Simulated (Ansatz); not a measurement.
# H2Ge–BH2, doublet: reading a ladder of total energies

Geometry: a PBE0/def2-TZVP stationary point for this spin, not checked as a minimum.

```xyz
6

Ge    0.0000    0.0000    0.2823
B     0.0000    0.0000   -1.6912
H     0.0000    1.2553    1.1670
H     0.0000   -1.2553    1.1670
H     0.0000    1.0424   -2.2706
H     0.0000   -1.0424   -2.2706
```

Basis cc-pVDZ; Ansatz 0.2.0. Only valence electrons are correlated (noble-gas cores and the filled d shells of p-block atoms frozen), which leaves 11 electrons in 46 orbitals. Prefix R: restricted or restricted open-shell reference; prefix U: unrestricted. No spin–orbit coupling is included, and no scalar relativity.

Full CI isn't at hand for all of this; UCCSDT(Q) serves as the reference, and is uncertain by about the last step of the cluster series.

Runs differ by some tens of microhartree through their thresholds and, for an open shell, their frozen cores, so steps under 0.03 kcal/mol mean nothing.

```tsv
level	total energy (hartree)
UHF	-2102.287923
UMP2	-2102.457305
UCCSD	-2102.496742
UCCSD(T)	-2102.501934
UCCSDT	-2102.503015
UCCSDT(Q)	-2102.503225
```

What is the correlation energy at UCCSDT(Q), and what share of it do UMP2 and UCCSD(T) recover?

E(corr) = -2102.503225 − (-2102.287923) = -0.215302 hartree = -5.859 eV. UMP2: -0.169382 / -0.215302 = 78.67 %. UCCSD(T): -0.214011 / -0.215302 = 99.40 %.

By how many kcal/mol does UCCSD(T) miss UCCSDT(Q) (1 hartree = 627.509 kcal/mol), and which steps make up the rest?

-2102.501934 − (-2102.503225) = 0.001291 hartree = 0.81 kcal/mol. Steps: UCCSDT − UCCSD(T) = -0.68, UCCSDT(Q) − UCCSDT = -0.13 kcal/mol. Differences between like states or geometries often cancel part of this.
